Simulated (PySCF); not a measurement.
## NaSi: energy against distance

Set-up: Na 6-31G(d,p), Si 6-31G(d,p); no relativity (PySCF 2.14). Energies in eV from Na + Si in their ground configurations at the same level. State: ⁴Σ⁻ (quartet), unpaired electrons σ ↑, π ↑↑.

```csv
R (Å),UHF-MP2,UHF-CCSD(T),BHandHLYP,PBE
2.330,-0.896,,-0.818,-1.110
2.438,-1.095,-1.104,-0.992,-1.286
2.546,-1.208,-1.215,-1.087,-1.387
2.628,-1.249,-1.256,-1.120,-1.424
2.709,-1.261,-1.267,-1.128,-1.437
2.790,-1.250,-1.255,-1.116,-1.430
2.899,-1.208,-1.212,-1.078,-1.399
3.034,-1.125,-1.129,-1.006,-1.336
3.197,-0.999,-1.003,-0.901,-1.239
3.413,-0.813,,-0.749,-1.094
```

**Question.** Put a parabola through the three lowest points of the UHF-MP2 curve and estimate Re, k and ωe (reduced mass 12.62 u; 1 eV/Å² = 0.16022 mdyn/Å; ωe = 1302.8·√(k/μ) cm⁻¹).

**Answer.** Through R = 2.628, 2.709, 2.79 Å the second-order coefficient is 1.75 eV/Å², so Re ≈ 2.711 Å, k ≈ 0.562 mdyn/Å and ωe ≈ 275 cm⁻¹. A polynomial fit of higher order to the unrounded UHF-MP2 energies gives Re = 2.707 Å, k = 0.560 mdyn/Å, ωe = 274 cm⁻¹; anharmonicity and rounding make the difference.

The higher-order fit for each curve: UHF-MP2: Re = 2.707 Å, ωe = 274 cm⁻¹, De = 1.26 eV; UHF-CCSD(T): Re = 2.704 Å, ωe = 275 cm⁻¹, De = 1.27 eV; BHandHLYP: Re = 2.697 Å, ωe = 256 cm⁻¹, De = 1.13 eV; PBE: Re = 2.719 Å, ωe = 246 cm⁻¹, De = 1.44 eV.

Correlated steps freeze 6 core orbitals. Correlated levels converge slowly with the basis: in double zeta they bind strong bonds too weakly, by up to about 1 eV, and carry superposition errors of some tenths. The state is the lowest determinant that a PBE0 search found; another state may lie lower at other levels.
